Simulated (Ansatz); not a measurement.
# One arrangement of a pair

The pair of HF (SMILES F, atoms 1–2) and SiNH5 (SMILES [SiH3]N, atoms 3–9), both closed shells, in one local arrangement (a lower one may exist), relaxed at PBE0-D4/def2-TZVP:

```
9
angstrom
F -0.7345 0.5738 -2.4337
H -0.6826 0.5741 -1.4799
Si 0.6922 -0.6286 0.6077
N -0.5538 0.5390 0.2056
H 0.2558 -1.9330 0.0588
H 1.9441 -0.1624 -0.0315
H 0.9169 -0.7682 2.0727
H -0.3533 1.4957 0.4695
H -1.4848 0.3095 0.5309
```

Ansatz 0.2.0; basis: def2-TZVPPD, with def2-QZVPPD for the basis limit; cores frozen in the correlated methods. B3LYP uses VWN-RPA correlation. Extrapolation: Hartree–Fock as exp(−7.88 √X), correlation as X^−2.97. Interaction energies count from these two fragments, frozen as in the pair, with the counterpoise correction; negative means bound.

(1) What is the interaction energy by CCSD(T) at an estimated basis limit (MP2 extrapolated from triple and quadruple zeta, plus CCSD(T) − MP2 in triple zeta)? (Judge from chemistry; the value comes from the calculation.)

(2) Which atoms make the shortest contact between the fragments?

T1 diagnostic: at most 0.011.

Results:

(1) Computed: -46.3 kJ/mol. Hartree–Fock alone gives -36.3 kJ/mol at the basis limit. It counts from the two fragments frozen as in the pair.

The same quantity by other methods in triple zeta, and each one's difference from that estimate:
```csv
method,E_int (kJ/mol),difference
PBE-D4,-51.9,-5.6
revPBE-D4,-46.8,-0.5
BLYP-D4,-47.9,-1.6
r2SCAN-D4,-51.8,-5.5
B97M-V,-45.2,1.1
PBE0-D4,-52.1,-5.8
B3LYP-D4,-49.9,-3.6
HSE06-D4,-52.0,-5.7
wB97X-V,-48.6,-2.3
wB97M-V,-47.0,-0.7
B2PLYP,-45.6,0.7
HF,-36.3,10.0
MP2,-44.1,2.2
CCSD,-41.8,4.5
CCSD(T),-43.4,2.9
```
Differences are method less estimate.

(2) H2 and N4, 1.69 Å apart.

Energy to bend the free fragments (PBE0-D4 minima) into their shapes in the pair, CCSD(T)/def2-TZVPPD: HF 3.5 kJ/mol; SiNH5 1.4 kJ/mol. This must be added to the interaction energy to get the binding energy from relaxed fragments.

Basis-set superposition shift (counterpoise-corrected less uncorrected): CCSD(T) 3.8; MP2 3.8; HF 0.5; PBE0-D4 0.5; wB97M-V 0.6 kJ/mol.

For scale, one of the runs: CCSD(T)/def2-TZVPPD, 227 basis functions, launched by `ansatz run in.yaml --threads 4 --pin off --events-out ev --progress --plain --max-ram 9574MiB`. Time: 34 s of wall clock on 4 CPU threads of an Intel Xeon Platinum 8259CL; the host was shared. Peak host memory: 3.8 GiB.
